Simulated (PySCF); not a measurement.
# HCl₃, a complex of two parts: interaction energy

Wanted: the interaction energy for `ClCl` with `Cl`.

Computed with PySCF 2.14.0; each step states its level. No surroundings beyond the atoms listed, unless a continuum is named. Atoms count from 0, parts from 1.

## 1. Starting point

4 atoms, charge 0, multiplicity 1; geometry: GFN2-xTB. Parts: 1 = atoms 0–1, `ClCl`, charge 0; 2 = atoms 2–3, `Cl`, charge 0.

## 2. Geometry optimisation at PBE0-D3(BJ)/def2-TZVPD

Job settings and geometry (Å):

```
{"job": {"xc": "PBE0", "basis": "def2-TZVPD", "d3": "d3bj", "grid": 3, "kind": "geom", "shake": 0.01}, "charge": 0, "multiplicity": 1, "parts": [{"atoms": "0-1", "charge": 0, "multiplicity": 1}, {"atoms": "2-3", "charge": 0, "multiplicity": 1}]}
Cl     1.006161    -0.131094     0.110908
Cl    -1.033774    -0.067249     0.067639
Cl    -0.472915     2.353432    -2.597858
H     -0.932352     1.575964    -1.716445
```

Run with:

```sh
$ OMP_NUM_THREADS=1 python cluster_run.py task.json out
```

This one command runs all jobs of the session in turn.

Standard output:

```text
step   0  E = -1380.75901502  max force = 0.022492
step   1  E = -1380.76066899  max force = 0.003242
step   2  E = -1380.76075431  max force = 0.000876
step   3  E = -1380.76080127  max force = 0.001251
step   4  E = -1380.76085638  max force = 0.001851
step   5  E = -1380.76090530  max force = 0.001658
step   6  E = -1380.76092628  max force = 0.000599
step   7  E = -1380.76093295  max force = 0.000157
optimisation converged
```

It took 76 s on 1 thread of Arm Neoverse N1, shared host; peak memory 0.58 GiB.

Relaxation path:

```tsv
step	energy from step 0 (eV)	largest force component (eV/Å)
0	0.0000	1.1566
1	-0.0450	0.1667
2	-0.0473	0.0450
3	-0.0486	0.0643
4	-0.0501	0.0952
5	-0.0514	0.0853
6	-0.0520	0.0308
7	-0.0522	0.0081
```

Close pairs (by a distance rule), those that changed most:

```tsv
bond	before (Å)	after (Å)	change (Å)
Cl0–Cl1	2.041	1.980	-0.061
Cl2–H3	1.262	1.283	+0.021
```

The end geometry stands in the next job.

```tsv
at the end point	value
point group (found at 0.08 Å tolerance)	Cs
rotational constants (GHz, main isotopes)	7.645, 1.409, 1.190
dipole moment (D)	1.53
```

Contacts at the end point (a selection, picked against the atoms' radii; other short pairs can be missing):

```tsv
atoms	distance (Å)	kind (by distance and angle)	angle (°)
H3···Cl1	2.58	hydrogen bond	167
```

Against the parts relaxed at this level the binding energy is -1.74 kcal/mol, without counterpoise.

## 3. Coupled-cluster interaction energy: CCSD(T) and MP2, 2.58 Å

Job settings and geometry (Å):

```
{"job": {"kind": "intercc", "basis": "aug-cc-pVDZ", "basis_mid": "aug-cc-pVTZ", "basis_large": "aug-cc-pVQZ"}, "charge": 0, "multiplicity": 1, "parts": [{"atoms": "0-1", "charge": 0, "multiplicity": 1}, {"atoms": "2-3", "charge": 0, "multiplicity": 1}]}
Cl     0.914564    -0.502313    -0.095234
Cl    -0.901357     0.136293     0.370008
Cl    -0.588370     2.372613    -2.742454
H     -0.857620     1.724529    -1.668120
```

Level: CCSD(T)/aug-cc-pVDZ and MP2/aug-cc-pVTZ, aug-cc-pVQZ counterpoise interaction energy, frozen core, gas phase.

Standard output:

```text
part 1, own basis, geometry of the cluster
final grid: 23496 points
cycle   1  E = -918.9817090909  dE =  1.347e-01  |g| = 2.498e-01  |ddm| = 1.896e+00
cycle   2  E = -918.9970769921  dE = -1.537e-02  |g| = 1.065e-01  |ddm| = 3.200e-01
cycle   3  E = -918.9997183595  dE = -2.641e-03  |g| = 1.895e-02  |ddm| = 1.040e-01
cycle   4  E = -918.9999270637  dE = -2.087e-04  |g| = 3.689e-03  |ddm| = 2.629e-02
cycle   5  E = -918.9999364283  dE = -9.365e-06  |g| = 4.630e-04  |ddm| = 6.016e-03
cycle   6  E = -918.9999365334  dE = -1.051e-07  |g| = 1.054e-04  |ddm| = 8.563e-04
cycle   7  E = -918.9999365381  dE = -4.635e-09  |g| = 1.376e-05  |ddm| = 2.382e-04
cycle   8  E = -918.9999365382  dE = -1.055e-10  |g| = 1.521e-06  |ddm| = 4.101e-05
converged SCF energy = -918.9999365382

part 2, own basis, geometry of the cluster
final grid: 17120 points
cycle   1  E = -460.0906014904  dE = -9.536e-02  |g| = 2.115e-01  |ddm| = 1.858e+00
cycle   2  E = -460.1055452561  dE = -1.494e-02  |g| = 8.062e-02  |ddm| = 4.464e-01
cycle   3  E = -460.1072505656  dE = -1.705e-03  |g| = 1.674e-02  |ddm| = 9.318e-02
cycle   4  E = -460.1074374909  dE = -1.869e-04  |g| = 5.203e-03  |ddm| = 2.582e-02
cycle   5  E = -460.1074587666  dE = -2.128e-05  |g| = 9.804e-04  |ddm| = 9.441e-03
cycle   6  E = -460.1074594569  dE = -6.903e-07  |g| = 2.394e-04  |ddm| = 1.818e-03
cycle   7  E = -460.1074594967  dE = -3.974e-08  |g| = 3.079e-05  |ddm| = 6.637e-04
cycle   8  E = -460.1074594972  dE = -5.222e-10  |g| = 5.350e-06  |ddm| = 7.715e-05
converged SCF energy = -460.1074594972

part 1, own basis, relaxed alone
final grid: 23496 points
cycle   1  E = -918.9817043575  dE =  1.350e-01  |g| = 2.498e-01  |ddm| = 1.896e+00
cycle   2  E = -918.9970754561  dE = -1.537e-02  |g| = 1.065e-01  |ddm| = 3.200e-01
cycle   3  E = -918.9997176707  dE = -2.642e-03  |g| = 1.895e-02  |ddm| = 1.040e-01
cycle   4  E = -918.9999264244  dE = -2.088e-04  |g| = 3.690e-03  |ddm| = 2.629e-02
cycle   5  E = -918.9999357905  dE = -9.366e-06  |g| = 4.628e-04  |ddm| = 6.017e-03
cycle   6  E = -918.9999358955  dE = -1.050e-07  |g| = 1.054e-04  |ddm| = 8.562e-04
cycle   7  E = -918.9999359001  dE = -4.633e-09  |g| = 1.376e-05  |ddm| = 2.380e-04
cycle   8  E = -918.9999359002  dE = -9.913e-11  |g| = 1.521e-06  |ddm| = 4.100e-05
converged SCF energy = -918.9999359002

part 2, own basis, relaxed alone
final grid: 17120 points
cycle   1  E = -460.0907644525  dE = -9.219e-02  |g| = 2.112e-01  |ddm| = 1.860e+00
cycle   2  E = -460.1056295029  dE = -1.487e-02  |g| = 8.027e-02  |ddm| = 4.464e-01
cycle   3  E = -460.1073195966  dE = -1.690e-03  |g| = 1.671e-02  |ddm| = 9.277e-02
cycle   4  E = -460.1075055154  dE = -1.859e-04  |g| = 5.181e-03  |ddm| = 2.582e-02
cycle   5  E = -460.1075265784  dE = -2.106e-05  |g| = 9.734e-04  |ddm| = 9.393e-03
cycle   6  E = -460.1075272567  dE = -6.783e-07  |g| = 2.380e-04  |ddm| = 1.801e-03
cycle   7  E = -460.1075272959  dE = -3.925e-08  |g| = 3.070e-05  |ddm| = 6.599e-04
cycle   8  E = -460.1075272965  dE = -5.203e-10  |g| = 5.332e-06  |ddm| = 7.739e-05
converged SCF energy = -460.1075272965

cluster
final grid: 5496 points
cycle   1  E = -1379.1065070668  dE = -1.530e-03  |g| = 1.533e-02  |ddm| = 2.529e-01
cycle   2  E = -1379.1066203204  dE = -1.133e-04  |g| = 5.373e-03  |ddm| = 4.140e-02
cycle   3  E = -1379.1066349610  dE = -1.464e-05  |g| = 2.224e-03  |ddm| = 9.725e-03
cycle   4  E = -1379.1066382894  dE = -3.328e-06  |g| = 5.477e-04  |ddm| = 5.981e-03
cycle   5  E = -1379.1066385272  dE = -2.377e-07  |g| = 2.195e-04  |ddm| = 1.520e-03
cycle   6  E = -1379.1066385633  dE = -3.610e-08  |g| = 6.277e-05  |ddm| = 6.325e-04
cycle   7  E = -1379.1066385677  dE = -4.419e-09  |g| = 2.830e-05  |ddm| = 2.268e-04
cycle   8  E = -1379.1066385689  dE = -1.148e-09  |g| = 1.189e-05  |ddm| = 1.337e-04
cycle   9  E = -1379.1066385691  dE = -2.719e-10  |g| = 4.902e-06  |ddm| = 7.142e-05
converged SCF energy = -1379.1066385691

part 1 in the basis of the cluster
final grid: 5496 points
cycle   1  E = -919.0000483922  dE = -1.109e-04  |g| = 2.130e-03  |ddm| = 1.783e-01
cycle   2  E = -919.0000502167  dE = -1.825e-06  |g| = 3.196e-04  |ddm| = 2.256e-02
cycle   3  E = -919.0000502691  dE = -5.237e-08  |g| = 3.099e-05  |ddm| = 3.908e-03
cycle   4  E = -919.0000502697  dE = -5.916e-10  |g| = 9.498e-06  |ddm| = 2.142e-04
converged SCF energy = -919.0000502697

part 2 in the basis of the cluster
final grid: 5496 points
cycle   1  E = -460.1074829294  dE = -2.310e-05  |g| = 8.127e-04  |ddm| = 9.366e-02
cycle   2  E = -460.1074831841  dE = -2.547e-07  |g| = 1.072e-04  |ddm| = 8.999e-03
cycle   3  E = -460.1074831905  dE = -6.407e-09  |g| = 1.014e-05  |ddm| = 1.210e-03
cycle   4  E = -460.1074831906  dE = -7.225e-11  |g| = 2.260e-06  |ddm| = 7.719e-05
converged SCF energy = -460.1074831906

Interaction energy (kcal/mol)
  counterpoise       -1.573
  uncorrected        -2.067
  dispersion part     0.000
  deformation         0.018
  binding            -1.556

Decomposition of the uncorrected value (kcal/mol)
  electrostatic      -1.213
  Pauli               2.732
  orbital            -1.042
  dispersion          0.000
  correlation        -2.543

Charge of each part in the cluster: 0.008 -0.008
part 1, own basis, geometry of the cluster
final grid: 23496 points
cycle   1  E = -918.9890206489  dE =  1.325e-01  |g| = 2.620e-01  |ddm| = 2.099e+00
cycle   2  E = -919.0045327614  dE = -1.551e-02  |g| = 1.188e-01  |ddm| = 5.854e-01
cycle   3  E = -919.0073494427  dE = -2.817e-03  |g| = 1.992e-02  |ddm| = 1.537e-01
cycle   4  E = -919.0075780479  dE = -2.286e-04  |g| = 4.261e-03  |ddm| = 3.467e-02
cycle   5  E = -919.0075903189  dE = -1.227e-05  |g| = 5.943e-04  |ddm| = 8.117e-03
cycle   6  E = -919.0075904829  dE = -1.639e-07  |g| = 1.280e-04  |ddm| = 1.915e-03
cycle   7  E = -919.0075904895  dE = -6.626e-09  |g| = 1.907e-05  |ddm| = 2.802e-04
cycle   8  E = -919.0075904897  dE = -1.824e-10  |g| = 2.210e-06  |ddm| = 5.332e-05
converged SCF energy = -919.0075904897

part 2, own basis, geometry of the cluster
final grid: 17120 points
cycle   1  E = -460.0942494142  dE = -9.634e-02  |g| = 2.135e-01  |ddm| = 2.005e+00
cycle   2  E = -460.1092540597  dE = -1.500e-02  |g| = 8.682e-02  |ddm| = 4.024e-01
cycle   3  E = -460.1110040820  dE = -1.750e-03  |g| = 1.748e-02  |ddm| = 1.450e-01
cycle   4  E = -460.1112039520  dE = -1.999e-04  |g| = 5.833e-03  |ddm| = 3.185e-02
cycle   5  E = -460.1112301673  dE = -2.622e-05  |g| = 1.042e-03  |ddm| = 1.409e-02
cycle   6  E = -460.1112309425  dE = -7.753e-07  |g| = 2.609e-04  |ddm| = 2.790e-03
cycle   7  E = -460.1112309877  dE = -4.516e-08  |g| = 3.865e-05  |ddm| = 7.543e-04
cycle   8  E = -460.1112309884  dE = -7.594e-10  |g| = 6.374e-06  |ddm| = 1.381e-04
converged SCF energy = -460.1112309884

part 1, own basis, relaxed alone
final grid: 23496 points
cycle   1  E = -918.9890168953  dE =  1.328e-01  |g| = 2.621e-01  |ddm| = 2.099e+00
cycle   2  E = -919.0045321236  dE = -1.552e-02  |g| = 1.188e-01  |ddm| = 5.854e-01
cycle   3  E = -919.0073497086  dE = -2.818e-03  |g| = 1.993e-02  |ddm| = 1.538e-01
cycle   4  E = -919.0075783692  dE = -2.287e-04  |g| = 4.261e-03  |ddm| = 3.467e-02
cycle   5  E = -919.0075906419  dE = -1.227e-05  |g| = 5.940e-04  |ddm| = 8.115e-03
cycle   6  E = -919.0075908057  dE = -1.638e-07  |g| = 1.279e-04  |ddm| = 1.915e-03
cycle   7  E = -919.0075908123  dE = -6.625e-09  |g| = 1.907e-05  |ddm| = 2.801e-04
cycle   8  E = -919.0075908125  dE = -1.755e-10  |g| = 2.209e-06  |ddm| = 5.331e-05
converged SCF energy = -919.0075908125

part 2, own basis, relaxed alone
final grid: 17120 points
cycle   1  E = -460.0944201748  dE = -9.317e-02  |g| = 2.131e-01  |ddm| = 2.008e+00
cycle   2  E = -460.1093467691  dE = -1.493e-02  |g| = 8.647e-02  |ddm| = 4.018e-01
cycle   3  E = -460.1110815480  dE = -1.735e-03  |g| = 1.744e-02  |ddm| = 1.439e-01
cycle   4  E = -460.1112804535  dE = -1.989e-04  |g| = 5.810e-03  |ddm| = 3.164e-02
cycle   5  E = -460.1113064368  dE = -2.598e-05  |g| = 1.035e-03  |ddm| = 1.396e-02
cycle   6  E = -460.1113071986  dE = -7.618e-07  |g| = 2.592e-04  |ddm| = 2.773e-03
cycle   7  E = -460.1113072432  dE = -4.455e-08  |g| = 3.849e-05  |ddm| = 7.494e-04
cycle   8  E = -460.1113072439  dE = -7.512e-10  |g| = 6.361e-06  |ddm| = 1.379e-04
converged SCF energy = -460.1113072439

cluster
final grid: 5496 points
cycle   1  E = -1379.1178533452  dE = -1.522e-03  |g| = 1.612e-02  |ddm| = 2.086e-01
cycle   2  E = -1379.1179734186  dE = -1.201e-04  |g| = 5.809e-03  |ddm| = 3.492e-02
cycle   3  E = -1379.1179888647  dE = -1.545e-05  |g| = 2.313e-03  |ddm| = 1.143e-02
cycle   4  E = -1379.1179925320  dE = -3.667e-06  |g| = 5.757e-04  |ddm| = 7.028e-03
cycle   5  E = -1379.1179927826  dE = -2.506e-07  |g| = 2.338e-04  |ddm| = 1.793e-03
cycle   6  E = -1379.1179928230  dE = -4.038e-08  |g| = 6.719e-05  |ddm| = 8.408e-04
cycle   7  E = -1379.1179928276  dE = -4.627e-09  |g| = 3.022e-05  |ddm| = 2.426e-04
cycle   8  E = -1379.1179928289  dE = -1.271e-09  |g| = 1.234e-05  |ddm| = 1.548e-04
cycle   9  E = -1379.1179928291  dE = -2.703e-10  |g| = 5.378e-06  |ddm| = 7.491e-05
converged SCF energy = -1379.1179928291

part 1 in the basis of the cluster
final grid: 5496 points
cycle   1  E = -919.0076157723  dE = -2.363e-05  |g| = 9.037e-04  |ddm| = 1.112e-01
cycle   2  E = -919.0076161239  dE = -3.517e-07  |g| = 1.284e-04  |ddm| = 1.424e-02
cycle   3  E = -919.0076161330  dE = -9.080e-09  |g| = 1.081e-05  |ddm| = 2.505e-03
cycle   4  E = -919.0076161331  dE = -7.208e-11  |g| = 2.172e-06  |ddm| = 1.508e-04
converged SCF energy = -919.0076161331

part 2 in the basis of the cluster
final grid: 5496 points
cycle   1  E = -460.1112387155  dE = -7.169e-06  |g| = 4.784e-04  |ddm| = 8.841e-02
cycle   2  E = -460.1112388309  dE = -1.154e-07  |g| = 6.980e-05  |ddm| = 1.028e-02
cycle   3  E = -460.1112388339  dE = -3.039e-09  |g| = 4.521e-06  |ddm| = 1.608e-03
cycle   4  E = -460.1112388340  dE = -1.336e-11  |g| = 6.841e-07  |ddm| = 4.305e-05
converged SCF energy = -460.1112388340

Interaction energy (kcal/mol)
  counterpoise       -1.701
  uncorrected        -1.958
  dispersion part     0.000
  deformation         0.023
  binding            -1.678

Decomposition of the uncorrected value (kcal/mol)
  electrostatic      -1.178
  Pauli               2.742
  orbital            -1.042
  dispersion          0.000
  correlation        -2.479

Charge of each part in the cluster: 0.008 -0.008
part 1 in the basis of the cluster: E(HF) = -918.966405739  E2 = -0.293352328  E(CCSD corr) = -0.318629800  (T) = -0.009351692
part 2 in the basis of the cluster: E(HF) = -460.092678594  E2 = -0.159498220  E(CCSD corr) = -0.175980817  (T) = -0.003999149
cluster: E(HF) = -1379.058211287  E2 = -0.455616290  E(CCSD corr) = -0.496567014  (T) = -0.013710451

Counterpoise interaction energy (kcal/mol)
  hf_small                   0.548
  mp2_small                 -1.188
  ccsd_small                -0.680
  ccsdt_small               -0.905
  hf_large                   0.541
  mp2_large                 -1.701
  hf_middle                  0.562
  mp2_middle                -1.573
  scs_mp2_large             -1.160
  mp2_limit                 -1.779
  ccsdt_less_mp2             0.282
  ccsdt_limit_estimate      -1.496
  bsse_mp2_large             0.257
```

Run time: 79 s. Hardware: 1 thread of Arm Neoverse N1, shared host; peak memory 0.81 GiB.

Contacts at this geometry (a selection, picked against the atoms' radii; other short pairs can be missing):

```tsv
atoms	distance (Å)	kind (by distance and angle)	angle (°)
H3···Cl1	2.58	hydrogen bond	167
```

Differences are taken before rounding.

```tsv
method	interaction energy (kcal/mol)	from CCSD(T), limit estimate (kcal/mol)
HF/aug-cc-pVDZ	0.55	+2.04
MP2/aug-cc-pVDZ	-1.19	+0.31
CCSD/aug-cc-pVDZ	-0.68	+0.82
CCSD(T)/aug-cc-pVDZ	-0.91	+0.59
HF/aug-cc-pVQZ	0.54	+2.04
MP2/aug-cc-pVQZ	-1.70	-0.20
SCS-MP2/aug-cc-pVQZ	-1.16	+0.34
MP2, extrapolated	-1.78	-0.28
CCSD(T), limit estimate	-1.50	0
```

## 4. Coupled-cluster interaction energy: CCSD(T) and MP2, 2.71 Å

Same as in step 3 but for these lines:

```diff
@@ -3,3 +3,3 @@
 Cl    -0.901357     0.136293     0.370008
-Cl    -0.588370     2.372613    -2.742454
-H     -0.857620     1.724529    -1.668120
+Cl    -0.586183     2.452025    -2.844360
+H     -0.855433     1.803941    -1.770026
```

Method: CCSD(T)/aug-cc-pVDZ and MP2/aug-cc-pVTZ, aug-cc-pVQZ counterpoise interaction energy, frozen core, gas phase.

Standard output:

```text
part 1, own basis, geometry of the cluster: E = -918.9999365382 (as before)

part 2, own basis, geometry of the cluster: E = -460.1074594972 (as before)

part 1, own basis, relaxed alone: E = -918.9999359002 (as before)

part 2, own basis, relaxed alone: E = -460.1075272965 (as before)

cluster
final grid: 5496 points
cycle   1  E = -1379.1070848896  dE = -1.051e-03  |g| = 1.279e-02  |ddm| = 2.295e-01
cycle   2  E = -1379.1071612206  dE = -7.633e-05  |g| = 4.494e-03  |ddm| = 3.693e-02
cycle   3  E = -1379.1071710851  dE = -9.864e-06  |g| = 1.821e-03  |ddm| = 8.105e-03
cycle   4  E = -1379.1071733711  dE = -2.286e-06  |g| = 4.536e-04  |ddm| = 5.117e-03
cycle   5  E = -1379.1071735303  dE = -1.592e-07  |g| = 1.792e-04  |ddm| = 1.249e-03
cycle   6  E = -1379.1071735546  dE = -2.422e-08  |g| = 5.095e-05  |ddm| = 5.272e-04
cycle   7  E = -1379.1071735574  dE = -2.884e-09  |g| = 2.243e-05  |ddm| = 1.834e-04
cycle   8  E = -1379.1071735581  dE = -7.024e-10  |g| = 9.394e-06  |ddm| = 1.027e-04
converged SCF energy = -1379.1071735581

part 1 in the basis of the cluster
final grid: 5496 points
cycle   1  E = -919.0000391837  dE = -1.020e-04  |g| = 2.026e-03  |ddm| = 1.704e-01
cycle   2  E = -919.0000408541  dE = -1.670e-06  |g| = 3.044e-04  |ddm| = 2.080e-02
cycle   3  E = -919.0000409020  dE = -4.794e-08  |g| = 2.940e-05  |ddm| = 3.492e-03
cycle   4  E = -919.0000409026  dE = -5.380e-10  |g| = 8.820e-06  |ddm| = 1.920e-04
converged SCF energy = -919.0000409026

part 2 in the basis of the cluster
final grid: 5496 points
cycle   1  E = -460.1074802499  dE = -2.047e-05  |g| = 7.595e-04  |ddm| = 8.550e-02
cycle   2  E = -460.1074804771  dE = -2.272e-07  |g| = 1.004e-04  |ddm| = 8.158e-03
cycle   3  E = -460.1074804828  dE = -5.743e-09  |g| = 9.445e-06  |ddm| = 1.123e-03
cycle   4  E = -460.1074804829  dE = -6.276e-11  |g| = 1.972e-06  |ddm| = 7.752e-05
converged SCF energy = -460.1074804829

Interaction energy (kcal/mol)
  counterpoise       -1.510
  uncorrected        -1.929
  dispersion part     0.000
  deformation         0.018
  binding            -1.492

Decomposition of the uncorrected value (kcal/mol)
  electrostatic      -0.877
  Pauli               1.733
  orbital            -0.715
  dispersion          0.000
  correlation        -2.069

Charge of each part in the cluster: 0.006 -0.006
part 1, own basis, geometry of the cluster: E = -919.0075904897 (as before)

part 2, own basis, geometry of the cluster: E = -460.1112309884 (as before)

part 1, own basis, relaxed alone: E = -919.0075908125 (as before)

part 2, own basis, relaxed alone: E = -460.1113072439 (as before)

cluster
final grid: 5496 points
cycle   1  E = -1379.1184391203  dE = -1.039e-03  |g| = 1.353e-02  |ddm| = 1.753e-01
cycle   2  E = -1379.1185209178  dE = -8.180e-05  |g| = 4.894e-03  |ddm| = 2.985e-02
cycle   3  E = -1379.1185314432  dE = -1.053e-05  |g| = 1.898e-03  |ddm| = 9.585e-03
cycle   4  E = -1379.1185339737  dE = -2.530e-06  |g| = 4.777e-04  |ddm| = 5.938e-03
cycle   5  E = -1379.1185341414  dE = -1.677e-07  |g| = 1.918e-04  |ddm| = 1.463e-03
cycle   6  E = -1379.1185341686  dE = -2.728e-08  |g| = 5.451e-05  |ddm| = 6.936e-04
cycle   7  E = -1379.1185341717  dE = -3.018e-09  |g| = 2.404e-05  |ddm| = 1.963e-04
cycle   8  E = -1379.1185341724  dE = -7.781e-10  |g| = 9.709e-06  |ddm| = 1.201e-04
converged SCF energy = -1379.1185341724

part 1 in the basis of the cluster
final grid: 5496 points
cycle   1  E = -919.0076134805  dE = -2.174e-05  |g| = 8.678e-04  |ddm| = 9.985e-02
cycle   2  E = -919.0076138077  dE = -3.271e-07  |g| = 1.243e-04  |ddm| = 1.256e-02
cycle   3  E = -919.0076138161  dE = -8.489e-09  |g| = 1.030e-05  |ddm| = 2.184e-03
cycle   4  E = -919.0076138162  dE = -6.685e-11  |g| = 1.985e-06  |ddm| = 1.316e-04
converged SCF energy = -919.0076138162

part 2 in the basis of the cluster
final grid: 5496 points
cycle   1  E = -460.1112379403  dE = -6.501e-06  |g| = 4.563e-04  |ddm| = 8.144e-02
cycle   2  E = -460.1112380470  dE = -1.067e-07  |g| = 6.689e-05  |ddm| = 9.671e-03
cycle   3  E = -460.1112380498  dE = -2.823e-09  |g| = 4.302e-06  |ddm| = 1.521e-03
cycle   4  E = -460.1112380499  dE = -1.296e-11  |g| = 6.196e-07  |ddm| = 3.927e-05
converged SCF energy = -460.1112380499

Interaction energy (kcal/mol)
  counterpoise       -1.610
  uncorrected        -1.823
  dispersion part     0.000
  deformation         0.023
  binding            -1.587

Decomposition of the uncorrected value (kcal/mol)
  electrostatic      -0.848
  Pauli               1.741
  orbital            -0.711
  dispersion          0.000
  correlation        -2.005

Charge of each part in the cluster: 0.006 -0.006
part 1 in the basis of the cluster: E(HF) = -918.966315606  E2 = -0.293235836  E(CCSD corr) = -0.318505744  (T) = -0.009338888
part 2 in the basis of the cluster: E(HF) = -460.092670369  E2 = -0.159456184  E(CCSD corr) = -0.175937390  (T) = -0.003994294
cluster: E(HF) = -1379.058690198  E2 = -0.454965128  E(CCSD corr) = -0.496068592  (T) = -0.013629655

Counterpoise interaction energy (kcal/mol)
  hf_small                   0.186
  mp2_small                 -1.241
  ccsd_small                -0.834
  ccsdt_small               -1.020
  hf_large                   0.199
  mp2_large                 -1.610
  hf_middle                  0.218
  mp2_middle                -1.510
  scs_mp2_large             -1.174
  mp2_limit                 -1.669
  ccsdt_less_mp2             0.220
  ccsdt_limit_estimate      -1.448
  bsse_mp2_large             0.214
```

Run time: 72 s. Hardware: 1 thread of Arm Neoverse N1, shared host; peak memory 0.81 GiB.

Contacts at this geometry (a selection, picked against the atoms' radii; other short pairs can be missing):

```tsv
atoms	distance (Å)	kind (by distance and angle)	angle (°)
Cl1···H3	2.71	hydrogen bond	167
```

Differences are taken before rounding.

```tsv
method	interaction energy (kcal/mol)	from CCSD(T), limit estimate (kcal/mol)
HF/aug-cc-pVDZ	0.19	+1.63
MP2/aug-cc-pVDZ	-1.24	+0.21
CCSD/aug-cc-pVDZ	-0.83	+0.61
CCSD(T)/aug-cc-pVDZ	-1.02	+0.43
HF/aug-cc-pVQZ	0.20	+1.65
MP2/aug-cc-pVQZ	-1.61	-0.16
SCS-MP2/aug-cc-pVQZ	-1.17	+0.27
MP2, extrapolated	-1.67	-0.22
CCSD(T), limit estimate	-1.45	0
```

(Part 1 of 3 ends here.)
